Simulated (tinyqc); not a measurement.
CISD on RHF in the sto-3g basis, for HF, spin multiplicity 1, step by step. Computed by tinyqc, a small Python program that keeps every step (integrals from PySCF). Settings: charge = 0, multiplicity = 1, basis = sto-3g, method = RHF, energy threshold = 1e-10, iteration cap = 66, orthogonalisation = symmetric, start = core, DIIS depth = 6, ci = CISD, davidson = 1. Command: `OMP_NUM_THREADS=1 python tinyqc.py 31647 31648 out.jsonl` (the two numbers bound the seeds that draw the settings). One thread of a shared host (Intel(R) Xeon(R) Processor @ 2.60GHz), about 0.1 s of CPU time with the checks. The early iterations of the SCF are left out here.

## One-electron integrals

Geometry (angstrom):
```
atom         x         y         z
F     0.000000  0.000000  0.000000
H     0.000000  0.000000  1.096000
```

Basis sto-3g: exponents (1/bohr^2) and contraction coefficients of normalised primitives:
```
element  l (shell)    exponent  coefficient
F            s (1)  166.679130     0.154329
F            s (1)   30.360812     0.535328
F            s (1)    8.216821     0.444635
F            s (2)    6.464803    -0.099967
F            s (2)    1.502281     0.399513
F            s (2)    0.488588     0.700115
F            p (3)    6.464803     0.155916
F            p (3)    1.502281     0.607684
F            p (3)    0.488588     0.391957
H            s (1)    3.425251     0.154329
H            s (1)    0.623914     0.535328
H            s (1)    0.168855     0.444635
```

Overlap, kinetic and nuclear-attraction integrals over the contracted functions; the nuclear repulsion is the sum of Za Zb / Rab.

nuclear repulsion = 4.34543330 hartree

overlap S, lower triangle:
```
           1F 1s     1F 2s    1F 2px    1F 2py    1F 2pz     2H 1s
1F 1s   1.000000
1F 2s   0.237990  1.000000
1F 2px  0.000000  0.000000  1.000000
1F 2py  0.000000  0.000000  0.000000  1.000000
1F 2pz  0.000000  0.000000  0.000000  0.000000  1.000000
2H 1s   0.032225  0.338257  0.000000  0.000000  0.284170  1.000000
```

kinetic energy T (hartree), lower triangle:
```
            1F 1s     1F 2s    1F 2px    1F 2py    1F 2pz     2H 1s
1F 1s   36.984577
1F 2s   -0.212858  1.037995
1F 2px   0.000000  0.000000  3.248015
1F 2py   0.000000  0.000000  0.000000  3.248015
1F 2pz   0.000000  0.000000  0.000000  0.000000  3.248015
2H 1s   -0.007341  0.052331  0.000000  0.000000  0.153802  0.760032
```

nuclear attraction V (hartree), lower triangle:
```
             1F 1s       1F 2s      1F 2px      1F 2py      1F 2pz      2H 1s
1F 1s   -77.492406
1F 2s    -9.291716  -12.023118
1F 2px    0.000000    0.000000  -11.905659
1F 2py    0.000000    0.000000    0.000000  -11.905659
1F 2pz   -0.010540   -0.130074    0.000000    0.000000  -11.980020
2H 1s    -1.290534   -2.998154    0.000000    0.000000   -2.195173  -5.480529
```

core Hamiltonian H = T + V (hartree), lower triangle:
```
             1F 1s       1F 2s     1F 2px     1F 2py     1F 2pz      2H 1s
1F 1s   -40.507829
1F 2s    -9.504574  -10.985123
1F 2px    0.000000    0.000000  -8.657644
1F 2py    0.000000    0.000000   0.000000  -8.657644
1F 2pz   -0.010540   -0.130074   0.000000   0.000000  -8.732005
2H 1s    -1.297876   -2.945822   0.000000   0.000000  -2.041370  -4.720497
```

## Two-electron integrals

Functions are numbered as in S; the eight-fold symmetry (ij|kl) = (ji|kl) = (kl|ij) leaves the list below.

Two-electron integrals (ij|kl) in chemists' order, unique and non-zero (hartree):
```
(11|11) 5.403501   (21|11) 0.841920   (21|21) 0.156299   (22|11) 1.268028
(22|21) 0.292344   (22|22) 0.926167   (31|31) 0.027998   (32|31) 0.043169
(32|32) 0.204588   (33|11) 1.264502   (33|21) 0.292403   (33|22) 0.925959
(33|33) 0.997514   (41|41) 0.027998   (42|41) 0.043169   (42|42) 0.204588
(43|43) 0.053770   (44|11) 1.264502   (44|21) 0.292403   (44|22) 0.925959
(44|33) 0.889973   (44|44) 0.997514   (51|51) 0.027998   (52|51) 0.043169
(52|52) 0.204588   (53|53) 0.053770   (54|54) 0.053770   (55|11) 1.264502
(55|21) 0.292403   (55|22) 0.925959   (55|33) 0.889973   (55|44) 0.889973
(55|55) 0.997514   (61|11) 0.115498   (61|21) 0.021270   (61|22) 0.039561
(61|33) 0.039500   (61|44) 0.039500   (61|51) 0.000869   (61|52) 0.001635
(61|55) 0.039690   (61|61) 0.002924   (62|11) 0.303071   (62|21) 0.070857
(62|22) 0.251697   (62|33) 0.247953   (62|44) 0.247953   (62|51) 0.004834
(62|52) 0.038279   (62|55) 0.258938   (62|61) 0.009792   (62|62) 0.085378
(63|31) 0.007289   (63|32) 0.043678   (63|53) 0.007986   (63|63) 0.012444
(64|41) 0.007289   (64|42) 0.043678   (64|54) 0.007986   (64|64) 0.012444
(65|11) 0.210701   (65|21) 0.049878   (65|22) 0.189647   (65|33) 0.181629
(65|44) 0.181629   (65|51) 0.010258   (65|52) 0.070912   (65|55) 0.205464
(65|61) 0.007171   (65|62) 0.078956   (65|65) 0.084932   (66|11) 0.472360
(66|21) 0.112236   (66|22) 0.460533   (66|33) 0.445272   (66|44) 0.445272
(66|51) 0.009250   (66|52) 0.104065   (66|55) 0.490561   (66|61) 0.015594
(66|62) 0.203899   (66|65) 0.219369   (66|66) 0.774606
```

## Orthogonalisation

S = U s U^T; symmetric (Loewdin) form X = U s^(-1/2) U^T, so that X^T S X = 1.

eigenvalues of S: 0.529754  0.847058  1.000000  1.000000  1.128575  1.494613

X, lower triangle:
```
            1F 1s      1F 2s    1F 2px    1F 2py     1F 2pz     2H 1s
1F 1s    1.022882
1F 2s   -0.129142   1.074914
1F 2px   0.000000   0.000000  1.000000
1F 2py   0.000000   0.000000  0.000000  1.000000
1F 2pz  -0.004685   0.043265  0.000000  0.000000   1.035488
2H 1s    0.017768  -0.197753  0.000000  0.000000  -0.162836  1.086456
```

## Iteration 7 (converged): orbitals

converged F (hartree), lower triangle:
```
             1F 1s      1F 2s     1F 2px     1F 2py     1F 2pz      2H 1s
1F 1s   -25.906627
1F 2s    -6.624141  -3.025577
1F 2px    0.000000   0.000000  -0.462039
1F 2py    0.000000   0.000000   0.000000  -0.462039
1F 2pz   -0.018731  -0.048244   0.000000   0.000000  -0.267109
2H 1s    -0.913797  -0.836126   0.000000   0.000000  -0.493406  -0.394627
```

Diagonalise F' = X^T F X, C = X C', fill 5 alpha and 5 beta electrons from the bottom; D = 2 C_occ C_occ^T. Each column has its largest component positive (the first on a tie).

F' = X^T F X (hartree), lower triangle:
```
            1          2          3          4          5          6
1  -25.435514
2   -3.401708  -1.791828
3    0.000000   0.000000  -0.462039
4    0.000000   0.000000   0.000000  -0.462039
5   -0.042442   0.075987   0.000000   0.000000  -0.127777
6   -0.090378  -0.414807   0.000000   0.000000  -0.485575  -0.057257
```

orbital energies (hartree): MO1 -25.916084, MO2 -1.430606, MO3 -0.529735, MO4 -0.462039, MO5 -0.462039, MO6 0.464050

coefficients C:
```
              MO1        MO2        MO3        MO4       MO5        MO6
1F 1s    0.994884  -0.255198   0.063545   0.000000  0.000000   0.065920
1F 2s    0.021235   0.977028  -0.328830   0.000000  0.000000  -0.387211
1F 2px   0.000000   0.000000   0.000000  -0.158691  0.987328   0.000000
1F 2py   0.000000   0.000000   0.000000   0.987328  0.158691   0.000000
1F 2pz   0.001846   0.045531   0.688522   0.000000  0.000000  -0.790256
2H 1s   -0.004029   0.122245   0.570178   0.000000  0.000000   0.951978
```

D after iteration 7, lower triangle:
```
            1F 1s      1F 2s    1F 2px    1F 2py    1F 2pz     2H 1s
1F 1s    2.117917
1F 2s   -0.498210   2.126326
1F 2px   0.000000   0.000000  2.000000
1F 2py   0.000000   0.000000  0.000000  2.000000
1F 2pz   0.067938  -0.363765  0.000000  0.000000  0.952279
2H 1s    0.002053  -0.136281  0.000000  0.000000  0.796277  0.680125
```

Within a degenerate level the vectors are fixed only up to a rotation; this is one choice.

## Convergence

Stop when the energy changes by less than 1e-10 hartree and every element of the error matrix X^T (F D S - S D F) X is below 3e-06.

Course of the cycle:
```
iteration   E (hartree)     change  largest element of the error matrix
1          -97.86907137          -                             5.85e-01
2          -98.54784505  -6.79e-01                             9.19e-02
3          -98.55309990  -5.25e-03                             9.10e-03
4          -98.55317726  -7.74e-05                             1.16e-03
5          -98.55317808  -8.23e-07                             1.69e-05
6          -98.55317808  -1.99e-10                             1.12e-07
7          -98.55317808   7.11e-14                             5.69e-08
```

PySCF RHF in the same basis = -98.55317808 hartree

Converged in 7 iterations.

## Integrals over molecular orbitals

(pq|rs) = sum C_ip C_jq C_kr C_ls (ij|kl), one index at a time.

one-electron integrals over orbitals h = C^T H C (hartree), lower triangle:
```
            1          2          3          4          5          6
1  -40.490176
2    0.714965  -9.130062
3   -0.168867   0.543285  -7.162581
4    0.000000   0.000000   0.000000  -8.657644
5    0.000000   0.000000   0.000000   0.000000  -8.657644
6   -0.179859   0.964434   2.088346   0.000000   0.000000  -6.067200
```

Two-electron integrals over orbitals (pq|rs), unique and non-zero (hartree):
```
(11|11) 5.363679    (21|11) -0.515092   (21|21) 0.078056    (22|11) 1.218952
(22|21) -0.021624   (22|22) 0.863359    (31|11) 0.127488    (31|21) -0.018300
(31|22) 0.009259    (31|31) 0.019577    (32|11) -0.135300   (32|21) 0.006627
(32|22) -0.038494   (32|31) 0.020741    (32|32) 0.147120    (33|11) 0.936597
(33|21) -0.009412   (33|22) 0.722184    (33|31) -0.003401   (33|32) -0.027671
(33|33) 0.714100    (41|41) 0.029562    (42|41) 0.039698    (42|42) 0.185957
(43|41) -0.008977   (43|42) -0.034876   (43|43) 0.040387    (44|11) 1.264018
(44|21) -0.014822   (44|22) 0.887729    (44|31) 0.003734    (44|32) -0.073643
(44|33) 0.712164    (44|44) 0.997514    (51|51) 0.029562    (52|51) 0.039698
(52|52) 0.185957    (53|51) -0.008977   (53|52) -0.034876   (53|53) 0.040387
(54|54) 0.053770    (55|11) 1.264018    (55|21) -0.014822   (55|22) 0.887729
(55|31) 0.003734    (55|32) -0.073643   (55|33) 0.712164    (55|44) 0.889973
(55|55) 0.997514    (61|11) 0.133266    (61|21) -0.021456   (61|22) 0.001968
(61|31) -0.010803   (61|32) -0.024200   (61|33) 0.008395    (61|44) 0.003773
(61|55) 0.003773    (61|61) 0.022314    (62|11) -0.194396   (62|21) 0.004740
(62|22) -0.106102   (62|31) -0.020049   (62|32) -0.064247   (62|33) -0.027181
(62|44) -0.104120   (62|55) -0.104120   (62|61) 0.017721    (62|62) 0.092996
(63|11) -0.393574   (63|21) 0.006709    (63|22) -0.205905   (63|31) 0.001787
(63|32) 0.089937    (63|33) -0.106379   (63|44) -0.224164   (63|55) -0.224164
(63|61) -0.005658   (63|62) 0.046473    (63|63) 0.207622    (64|41) -0.008649
(64|42) -0.034890   (64|43) -0.019299   (64|64) 0.030148    (65|51) -0.008649
(65|52) -0.034890   (65|53) -0.019299   (65|65) 0.030148    (66|11) 0.862145
(66|21) -0.009099   (66|22) 0.658377    (66|31) 0.012687    (66|32) 0.057197
(66|33) 0.661515    (66|44) 0.637601    (66|55) 0.637601    (66|61) -0.008493
(66|62) -0.060465   (66|63) -0.020805   (66|66) 0.695217
```

## CISD: determinants and Hamiltonian

Hartree-Fock energy = -98.55317808 hartree

Slater-Condon rules over spin orbitals, with the nuclear repulsion added and E(HF) subtracted on the diagonal. Only determinants linked to the reference directly or through others are kept (one block of an abelian symmetry group), so some states are absent.

Occupation strings over the orbitals (2 doubly, a alpha, b beta, 0 empty; spin orbitals ordered 1a 1b 2a 2b ...): 222220 22a22b 2a222b a2222b 22b22a 2b222a b2222a 222202 222022 220222 2ab222 a2b222 2ba222 202222 ab2222 b2a222 ba2222 022222

H - E(HF) between determinants (hartree), lower triangle:
```
           222220     22a22b     2a222b     a2222b     22b22a     2b222a     b2222a     222202
222220   0.000000
22a22b   0.000000   0.539891
2a222b   0.000000  -0.010724   1.329274
a2222b   0.000000  -0.018345   0.026820  25.540303
22b22a   0.000000  -0.207622  -0.046473   0.005658   0.539891
2b222a   0.000000  -0.046473  -0.092996  -0.017721  -0.010724   1.329274
b2222a   0.000000   0.005658  -0.017721  -0.022314  -0.018345   0.026820  25.540303
222202   0.030148   0.019299   0.034890   0.008649  -0.019299  -0.034890  -0.008649   1.054802
222022   0.030148   0.019299   0.034890   0.008649  -0.019299  -0.034890  -0.008649   0.053770
220222   0.207622   0.085574  -0.089937  -0.001787  -0.085574   0.089937   0.001787   0.040387
2ab222  -0.046473   0.089937  -0.185101   0.006709  -0.033285   0.064247   0.020049   0.034876
a2b222   0.005658   0.001787   0.006709  -0.372770  -0.016888   0.024200   0.010803   0.008977
2ba222   0.046473  -0.033285   0.064247   0.020049   0.089937  -0.185101   0.006709  -0.034876
202222   0.092996   0.064247   0.045636  -0.004740  -0.064247  -0.045636   0.004740   0.185957
ab2222  -0.017721  -0.020049   0.004740  -0.133930   0.024200  -0.010461   0.021456  -0.039698
b2a222  -0.005658  -0.016888   0.024200   0.010803   0.001787   0.006709  -0.372770  -0.008977
ba2222   0.017721   0.024200  -0.010461   0.021456  -0.020049   0.004740  -0.133930   0.039698
022222   0.022314   0.010803   0.021456  -0.141758  -0.010803  -0.021456   0.141758   0.029562

           222022     220222     2ab222     a2b222     2ba222     202222     ab2222     b2a222
222022   1.054802
220222   0.040387   1.166069
2ab222   0.034876   0.095592   1.966675
a2b222   0.008977   0.034433   0.026506  26.188348
2ba222  -0.034876  -0.095592  -0.147120  -0.020741   1.966675
202222   0.185957   0.147120   0.106416  -0.006627  -0.106416   2.900370
ab2222  -0.039698  -0.020741   0.006627  -0.203221   0.021773  -0.014295  27.263224
b2a222  -0.008977  -0.034433  -0.020741  -0.019577   0.026506   0.006627   0.018300  26.188348
ba2222   0.039698   0.020741   0.021773   0.018300   0.006627   0.014295  -0.078056  -0.203221
022222   0.029562   0.019577   0.018300  -0.096456  -0.018300   0.078056   0.479174   0.096456

           ba2222     022222
ba2222  27.263224
022222  -0.479174  55.415212
```

## CISD: roots

Diagonalise (each vector has its largest component positive (the first on a tie)); all determinants have Ms = 0, so triplets appear too. The lowest singlet root is the correlation energy.

lowest roots of this matrix, relative to E(HF) (hartree): -0.042486  0.327028  0.702515  1.001032  1.030222  1.187047  1.214459  1.383587

lowest vectors:
```
           root 1     root 2     root 3     root 4
222220   0.983220   0.000000  -0.061120   0.000000
22a22b   0.017140   0.705513   0.680077   0.000000
2a222b  -0.004500   0.041248  -0.080989   0.000000
a2222b   0.000036   0.000370   0.000761   0.000000
22b22a  -0.017140   0.705513  -0.680077   0.000000
2b222a   0.004500   0.041248   0.080989   0.000000
b2222a  -0.000036   0.000370  -0.000761   0.000000
222202  -0.018024   0.000000  -0.008137   0.707107
222022  -0.018024   0.000000  -0.008137  -0.707107
220222  -0.172593   0.000000  -0.225556   0.000000
2ab222   0.029061  -0.023446  -0.059126   0.000000
a2b222  -0.000043   0.000373  -0.000104   0.000000
2ba222  -0.029061  -0.023446   0.059126   0.000000
202222  -0.022862   0.000000  -0.011593   0.000000
ab2222   0.000493  -0.000071   0.000900   0.000000
b2a222   0.000043   0.000373   0.000104   0.000000
ba2222  -0.000493  -0.000071  -0.000900   0.000000
022222  -0.000314   0.000000  -0.000047   0.000000
```

<S^2> of these roots: 0.000000  2.000000  0.000000  0.000000  0.000000  0.000000  2.000000  0.000000

weight of the ground state by excitation level 0, 1, 2, ...: 0.966722  0.000628  0.032650

With one virtual orbital singles and doubles already span the full space.

## The lowest root by the Davidson method

Start from the reference; add the residual divided by (theta - H_ii), orthogonalised, at each step.

Davidson iterations:
```
iteration  subspace  lowest Ritz value (hartree)  residual norm
1                 1                            0       2.43e-01
2                 2                  -0.04126637       4.75e-02
3                 3                  -0.04246774       5.51e-03
4                 4                  -0.04248545       7.27e-04
5                 5                  -0.04248582       1.87e-05
6                 6                  -0.04248582       2.66e-06
7                 7                  -0.04248582       2.71e-07
8                 8                  -0.04248582       7.94e-09
```
